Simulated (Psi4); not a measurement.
# [BPH5]− (SMILES [BH3-]P): a chain of runs

Wanted: a geometry optimisation (B3LYP-D4/def2-SVP), then the harmonic vibrations, then the vertical excitations (TD-B3LYP/def2-SVP) of [BPH5]−. 

The calculation is run with Psi4 1.11.

### Step 1. The structure to begin with

[BPH5]−: 7 atoms, total charge -1, spin state singlet. SMILES: `[BH3-]P`. The shape is that of a GFN2-xTB optimisation. The run starts from this shape.

Bond lengths: B1–P2 1.992 Å, B1–H3 1.212 Å, B1–H4 1.212 Å, B1–H5 1.210 Å, P2–H6 1.385 Å, P2–H7 1.385 Å. Angles: B1–P2–H6 99.5°, B1–P2–H7 99.7°, P2–B1–H3 106.1°, P2–B1–H4 106.1°, P2–B1–H5 108.9°, H6–P2–H7 90.6°, H3–B1–H4 110.9°, H3–B1–H5 112.3°, H4–B1–H5 112.2°.

### Step 2. A geometry optimisation at B3LYP-D4/def2-SVP (density fitting) (run 1)

Contents of calc.in:

```
memory 1600 mb

molecule molecule1 {
  -1 1
  B
  P 1 1.99212
  H 1 1.211521 2 106.07151
  H 1 1.211505 3 110.90044 2 114.74819
  H 1 1.209571 4 112.22692 3 -126.44157
  H 2 1.384804 1 99.53269 5 46.26201
  H 2 1.385438 6 90.60908 1 99.94582
  symmetry c1
}

set {
  basis        def2-SVP
  reference    rks
  geom_maxiter 60
}

opt("b3lyp-d4")
print_variables()
```

Command:

```
$ psi4 calc.in calc.out -n 1
```

calc.out, shortened:

```text
[...]
  Running in c1 symmetry.
[...]
  Nuclear repulsion =   51.156161581558976
[...]
  Multiplicity = 1
[...]
  Nalpha       = 13
  Nbeta        = 13
[...]
    Number of basis functions: 57
[...]
   @DF-RKS iter   1:  -368.86262462824925   -2.47732e-01   1.00918e-02 ADIIS/DIIS
[...]
   @DF-RKS iter   7:  -369.13344690030613   -1.13687e-13   2.00284e-09 DIIS
[...]
    Orbital Energies [Eh]
    ---------------------
    Doubly Occupied:
       1A    -76.822605     2A     -6.491698     3A     -6.320020
       4A     -4.487352     5A     -4.485297     6A     -4.480767
       7A     -0.409935     8A     -0.256023     9A     -0.171254
      10A     -0.116835    11A     -0.081495    12A     -0.070664
      13A     -0.021526
[...]
  @DF-RKS Final Energy:  -369.13344690030613
   => Energetics <=
    Nuclear Repulsion Energy =             49.9436387761143976
    One-Electron Energy =                -612.8153084845525882
    Two-Electron Energy =                 217.4235152789613608
    DFT Exchange-Correlation Energy =     -23.6776396642761426
    Empirical Dispersion Energy =          -0.0076528065530967
    VV10 Nonlocal Energy =                  0.0000000000000000
    Total Energy =                       -369.1334469003060121
[...]
 Multipole Moments:
 ------------------------------------------------------------------------------------
     Multipole            Electronic (a.u.)      Nuclear  (a.u.)        Total (a.u.)
 ------------------------------------------------------------------------------------
 L = 1.  Multiply by 2.5417464519 to convert [e a0] to [Debye]
 Dipole X            :         -1.2365427            1.3502259            0.1136832
 Dipole Y            :          0.7666069           -0.8371167           -0.0705098
 Dipole Z            :          3.9347076           -2.5598968            1.3748108
 Magnitude           :                                                    1.3813038
[...]
  -Total Gradient:
     Atom            X                  Y                   Z
    ------   -----------------  -----------------  -----------------
       1        0.000016002541    -0.000014599482    -0.000080438898
       2        0.000000255914     0.000001146536     0.000118296999
       3        0.000012185053     0.000035103035     0.000006791786
       4       -0.000024231084    -0.000024639615     0.000005917166
       5        0.000012991329    -0.000007024399    -0.000002628395
       6       -0.000016794447    -0.000007010100    -0.000019494170
       7       -0.000000987461     0.000017382902    -0.000018308584
[...]
    Final optimized geometry and variables:
    Molecular point group: c1
    Full point group: C1
    Geometry (in Angstrom), charge = -1, multiplicity = 1:
    B
    P             1    2.016717
    H             1    1.242044      2  105.829759
    H             1    1.242035      3  109.694887      2  113.748187
    H             1    1.238433      4  111.150725      3 -123.324628
    H             2    1.443765      1  101.676473      5   46.962891
    H             2    1.443770      6   91.414292      1  102.232234
  Variable Map:
  ----------------------------------------------------------------------------
  "B3LYP-D4(BJ,EEQ)ATM DISPERSION CORRECTION ENERGY" =>      -0.007652806553
[...]
```

On the terminal:

```text
Optimizer: Optimization complete!
```

Wall time 19 s (1 thread of Intel Xeon Platinum 8488C (Sapphire Rapids), shared host); peak memory 0.49 GiB.

The path in brief:

| step | energy from the first frame kept (eV) | largest force (eV/Å) |
| --- | --- | --- |
| 0 | 0.0000 | 1.5682 |
| 1 | -0.1132 | 0.1862 |
| 2 | -0.1157 | 0.0640 |
| 3 | -0.1160 | 0.0277 |
| 4 | -0.1161 | 0.0061 |

After the run. Bond lengths: B1–P2 2.017 Å, B1–H3 1.242 Å, B1–H4 1.242 Å, B1–H5 1.238 Å, P2–H6 1.444 Å, P2–H7 1.444 Å. Angles: B1–P2–H6 101.7°, B1–P2–H7 101.7°, P2–B1–H3 105.8°, P2–B1–H4 105.8°, P2–B1–H5 112.9°, H6–P2–H7 91.4°, H3–B1–H4 109.7°, H3–B1–H5 111.1°, H4–B1–H5 111.2°.

### Step 3. Vibrational wavenumbers at B3LYP-D4/def2-SVP (density fitting) (run 2)

Contents of job.py:

```python
import psi4

psi4.set_memory('1600 MB')
psi4.set_num_threads(1)
psi4.core.set_output_file('run.log', False)

molecule = psi4.geometry("""
-1 1
B     -0.517253    -0.526480    -0.376078
P      0.701208     0.303736     0.999874
H     -1.620697    -0.651851     0.180130
H     -0.040781    -1.647632    -0.618244
H     -0.611586     0.151403    -1.408208
H      0.240433     1.671957     1.010627
H      1.848304     0.658741     0.198242
""")

options = {'basis': 'def2-SVP', 't': 600.0, 'rotational_symmetry_number': 1}
psi4.set_options(options)

e_tot, wfn = psi4.frequency("b3lyp-d4", molecule=molecule, return_wfn=True)
print('E =', round(e_tot, 9))
print('wavenumbers / cm^-1:', wfn.frequencies().np.round(1))
for k in ('ZPVE', 'ENTHALPY', 'GIBBS FREE ENERGY'):
    print(f'{k}: {psi4.variable(k):.8f} Eh')
```

Command:

```
$ python job.py
```

run.log, shortened:

```text
[...]
  Running in c1 symmetry.
[...]
  Nuclear repulsion =   49.943635444191550
[...]
  Multiplicity = 1
[...]
  Nalpha       = 13
  Nbeta        = 13
[...]
    Number of basis functions: 57
[...]
   @DF-RKS iter   1:  -368.87775949693537   -3.36262e-01   9.84878e-03 DIIS/ADIIS
[...]
   @DF-RKS iter  10:  -369.13344636582798   -6.82121e-13   2.58041e-09 DIIS
[...]
  @DF-RKS Final Energy:  -369.13344636582798
   => Energetics <=
    Nuclear Repulsion Energy =             49.9391915842813319
    One-Electron Energy =                -612.8060437342783189
    Two-Electron Energy =                 217.4184835259155477
    DFT Exchange-Correlation Energy =     -23.6774249746473622
    Empirical Dispersion Energy =          -0.0076527670991952
    VV10 Nonlocal Energy =                  0.0000000000000000
    Total Energy =                       -369.1334463658279219
[...]
  -Total Gradient:
     Atom            X                  Y                   Z
    ------   -----------------  -----------------  -----------------
       1        0.000012389958    -0.000055201540    -0.000096953775
       2       -0.000266789027     0.000053231746     0.000302414409
       3       -0.000014648784     0.000023423281     0.000032803942
       4        0.000015158957    -0.000030638641    -0.000015394339
       5        0.000002217171     0.000010953159    -0.000012557430
       6       -0.000008986208    -0.000019795736     0.000053395535
       7        0.000266657047     0.000021670583    -0.000256386260
[...]
  ==> Harmonic Vibrational Analysis <==
[...]
  Freq [cm^-1]                 225.5802            514.9710            525.6326
[...]
  IR activ [km/mol]             0.0166              7.8697              3.1665
[...]
  Freq [cm^-1]                 587.9944            852.0534            896.4986
[...]
  IR activ [km/mol]             6.7484             24.4733              0.5835
[...]
  Freq [cm^-1]                1073.3503           1101.9291           1146.4366
[...]
  IR activ [km/mol]            128.4199            29.0413             21.3515
[...]
  Freq [cm^-1]                1150.3271           2259.6106           2262.8644
[...]
  IR activ [km/mol]             8.1452             303.3041            119.3550
[...]
  Freq [cm^-1]                2273.6767           2314.2303           2330.3831
[...]
  IR activ [km/mol]            64.7467             475.7004            413.1848
[...]
```

Standard output:

```text
Warning: used thermodynamics relations inappropriate for low-frequency modes: ['225.5802' '514.9710' '525.6326' '587.9944']
E = -369.1334469
wavenumbers / cm^-1: [ 225.6  515.   525.6  588.   852.1  896.5 1073.4 1101.9 1146.4 1150.3
 2259.6 2262.9 2273.7 2314.2 2330.4]
ZPVE: 0.04445967 Eh
ENTHALPY: -369.07434490 Eh
GIBBS FREE ENERGY: -369.14754417 Eh
```

Run time: 2.3 min. Hardware: 1 thread of Intel Xeon Platinum 8488C (Sapphire Rapids), shared host; peak memory 0.47 GiB.

(Part 1 of 2 ends here.)
